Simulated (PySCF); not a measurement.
CN and its ions

PW91; PySCF, no relativity, basis sets C def2-TZVPPD, N def2-TZVPPD. Neutral (UKS): doublet (σ ↑), Re = 1.173 Å, ωe = 2097 cm⁻¹, De = 8.53 eV, HOMO -9.43 eV, LUMO -7.72 eV.

CN⁻ (UKS): singlet (closed shell), Re = 1.180 Å, ωe = 2075 cm⁻¹, De = 11.06 eV to C⁻ + N. The energies at the minima are -92.71776 hartree for CN and -92.85643 for CN⁻.

Task: Work out the adiabatic electron affinity, without and with harmonic zero-point energies (1 hartree = 27.2114 eV, 1 eV = 8065.5 cm⁻¹), and the change of the bond length.

Result: At PW91: 0.13867 hartree = 3.773 eV between the minima; the zero-point term (2097.0 − 2075.0)/2 cm⁻¹ = +0.001 eV makes it 3.775 eV. Re changes by +0.7 pm against the neutral. The electron enters a σ orbital; the charge polarises the partner, so the anion is bound more strongly.

For an ion De counts to the pair picked by the measured ionisation energies or electron affinities, which need not be the lowest pair at this level. The highest Kohn–Sham level is positive in this anion. Much of that is self-interaction error, but it also means that the finite basis helps to hold the extra electron. States were picked by a PBE0 search and need not be the measured ground states.
